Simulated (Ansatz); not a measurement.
Ansatz (a quantum-chemistry and plane-wave program) input:

Ansatz 0.2 input:
```yaml
crystal:
  periodic: [false, false, false]
  atoms:
    - {symbol: O, position_ang: [0.00640950, 0.00082813, 1.39432741]}
    - {symbol: C, position_ang: [0.00085310, 0.00011022, 0.18558322]}
    - {symbol: C, position_ang: [-0.00523531, 1.28535289, -0.61238490]}
    - {symbol: C, position_ang: [-0.00038784, -1.28607943, -0.61087992]}
    - {symbol: H, position_ang: [0.00270891, 2.14131370, 0.05812234]}
    - {symbol: H, position_ang: [-0.00216275, -2.14124313, 0.06068828]}
    - {symbol: H, position_ang: [-0.88988472, 1.32626971, -1.25304413]}
    - {symbol: H, position_ang: [0.86529604, 1.32407970, -1.27214134]}
    - {symbol: H, position_ang: [0.87833452, -1.32776204, -1.25959603]}
    - {symbol: H, position_ang: [-0.87694764, -1.32558514, -1.26255881]}
basis:
  gaussian:
    orbitals: def2-TZVP
hamiltonian:
  xc: b3lyp
  dispersion: d3bj
phonons: {temperatures: {t_min: 298.15, t_max: 298.15, t_step: 100}}
```

Q: Predict the final energy.

A: -193.24816 Eh (B3LYP-D3(BJ)/def2-TZVP). The basis has 160 functions. The run takes around 2.4 core-minutes (rough).
